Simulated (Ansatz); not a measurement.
Relaxation of BCl2H (4 atoms, charge 0, multiplicity 1), to a largest force component of 0.02 eV/Å in at most 40 steps.

All numbers below come from RKS LDA/STO-3G (Ansatz).

```xyz
4
Properties=species:S:1:pos:R:3:forces:R:3
B 0.000 0.000 0.000 -1.82 0.00 1.05
Cl 0.000 0.000 1.860 -0.05 0.00 -2.56
H 1.030 0.000 -0.595 -0.32 0.00 0.18
Cl -1.611 0.000 -0.930 2.19 0.00 1.33
```

Where does it end, and by what steps?

It converged. Limits of this set-up: minimal basis. After 3 steps the energy has fallen by 0.289 eV; Cl2 moved furthest, 0.09 Å.

```csv
step,energy less start (eV),largest force component (eV/Å),accepted
0,0.0000,2.558,yes
1,-0.2580,0.868,yes
2,-0.2885,0.106,yes
3,-0.2889,0.002,yes
```

```xyz
4
Properties=species:S:1:pos:R:3
B -0.026 0.000 0.015
Cl -0.009 0.000 1.771
H 0.993 0.000 -0.573
Cl -1.538 0.000 -0.878
```

Time of the run: 2.1 s on 1 thread of Arm Neoverse V2, on a shared host, peak memory 0.09 GiB.
